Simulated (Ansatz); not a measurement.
# AlNH2+ (doublet): from Hartree-Fock to the top rungs, cc-pVDZ

One table from this session's results is given with a row withheld; the runs are named, their logs left out.

Program: Ansatz 0.2.0, Gaussian basis. Level of theory: cc-pVDZ, core rule «outside noble gas», up to 6 orbitals frozen. These are calculated values, not measurements.

To be run: UHF; CCSD(T) on ROHF; CCSD(T) on UHF; BCCD(T) on ROHF; CISD; CCSDT(Q) on ROHF; CCSDT(Q) on UHF; CCSDTQ on ROHF.

15 further runs of the same task are left out: 12 for a known fault of the program, 3 set aside as unsound or not needed.

### The geometry

The geometry is a PBE0/def2-TZVP stationary point (not a proven minimum) of the parent state, kept for this charge and spin.

4 atoms, charge 1, spin multiplicity 2.

Atoms are counted from 1 here; the program's logs count them from 0.

Bond lengths: Al1–N2 1.771 Å, N2–H3 1.007 Å, N2–H4 1.007 Å. Angles: Al1–N2–H3 124.1°, Al1–N2–H4 124.1°, H3–N2–H4 111.7°.

Set-up of the first run:

in.yaml

```yaml
crystal:
  periodic: [false, false, false]
  atoms:
    - {symbol: Al, position_ang: [0.000000, 0.000000, 0.686473]}
    - {symbol: N, position_ang: [0.000000, 0.000000, -1.084932]}
    - {symbol: H, position_ang: [0.000000, 0.833405, -1.649784]}
    - {symbol: H, position_ang: [0.000000, -0.833405, -1.649784]}
basis:
  gaussian: {orbitals: cc-pVDZ}
total_charge: 1
magnetization: {spin_polarized: true, initial_magnetization: 1}
hamiltonian: {xc: hf}
output: {orbitals: {seedname: orbitals}}
```

Launch:

```bash
> ansatz run in.yaml --threads 1 --pin off --events-out ev --progress --plain --max-ram 4096MiB --backend cpu
```

Among the steps run: UHF; CCSD(T) on ROHF; CCSD(T) on UHF; BCCD(T) on ROHF; CISD; CCSDT(Q) on ROHF; CCSDT(Q) on UHF; CCSDTQ on ROHF.

One table of the session follows, with a row left open; its other results are not shown here.

```
   method  from RCCSDTQ (kJ/mol)
     ROHF                 +584.1
      UHF                 +581.4
     RMP2                  +55.8
     UMP2                  +55.0
     CISD                  +50.1
    RCCSD                  +19.6
    UCCSD                  +19.4
 RCCSD(T)                   +3.1
 UCCSD(T)                   +3.0
  BCCD(T)                   +3.2
   RCCSDT                   +1.5
   UCCSDT                   +1.5
RCCSDT(Q)                   -0.1
UCCSDT(Q)                      ?
  RCCSDTQ                      0
```

Estimate the missing values for UCCSDT(Q).

As computed: from RCCSDTQ (kJ/mol): -0.3. In the column «from RCCSDTQ (kJ/mol)» it is the lowest.

To keep in mind: Restricted and unrestricted rows rest on different reference determinants; where their highest levels disagree by more than a few hundredths of an eV, they describe different states and don't form one ladder.
